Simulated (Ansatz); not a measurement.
Run this with Ansatz 0.2.0 through its Python package and show what comes out.

The script, `conformers_c4h6o2.py`:
```python
# -*- coding: utf-8 -*-
'''Conformer energies of C4H6O2.'''

import ansatz as az
from rdkit import Chem
from rdkit.Chem import AllChem

rd = Chem.AddHs(Chem.MolFromSmiles('CC(=C=O)CO'))
ids = list(AllChem.EmbedMultipleConfs(rd, numConfs=20, randomSeed=929, pruneRmsThresh=0.4))
field = [energy for _, energy in AllChem.MMFFOptimizeMoleculeConfs(rd)]
distinct = {round(e, 2): i for i, e in zip(ids, field)}
chosen = sorted(distinct.items())[:5]
found = []
for force_field, index in chosen:
    geometry = az.Crystal.molecule()
    for atom, xyz in zip(rd.GetAtoms(), rd.GetConformer(index).GetPositions()):
        geometry = geometry.atom(atom.GetSymbol(), xyz.round(5).tolist())
    base = geometry.calculation().basis(gaussian='def2-SVP').functional('pbe')
    found.append(base.run(threads=1).report['free_energy_ev'])
print('conformer   MMFF (kcal/mol)   this level (kcal/mol)')
for (force_field, index), e in zip(chosen, found):
    print(f'{index:9d} {force_field - chosen[0][0]:17.2f} {23.060548 * (e - min(found)):17.3f}')
```

```console
$ python conformers_c4h6o2.py
conformer   MMFF (kcal/mol)   this level (kcal/mol)
        0              0.00             2.169
        2              0.41             0.000
```

The conformers keep their force-field geometries. Run time: 6.9 s on 1 thread of Arm Neoverse V1, with other jobs on the host, peak memory 0.26 GiB.
